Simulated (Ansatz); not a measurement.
Results of r²SCAN+rVV10 (plane waves, PAW; Ansatz, a program for electronic structure) for PdS2 (Pbca, No. 61).

Run with plane-wave cutoff 560 eV, 6×6×4 k mesh (along the axes of the cell as run), Fermi–Dirac smearing 0.01 eV, scalar-relativistic PAW data made under PBE.

Computed at the level's own relaxed cell.

Task: Estimate the band gap, smallest direct gap on the k points sampled and direct gap at Γ that the calculation returns.

Result: 
* **band gap**: 0.06 eV
* **smallest direct gap on the k points sampled**: 1.04 eV
* **direct gap at Γ**: 1.18 eV

Measured, for comparison: band gap 0.7 eV (temperature not stated, not corrected to a static lattice, indirect, bulk, cited; as tabulated in Two-dimensional noble-metal chalcogenides and phosphochalcogenides, Angew. …).

Spin–orbit coupling is not included; it can close the smallest gap of 0.06 eV.

The computed numbers hold no vibrational or temperature effects.
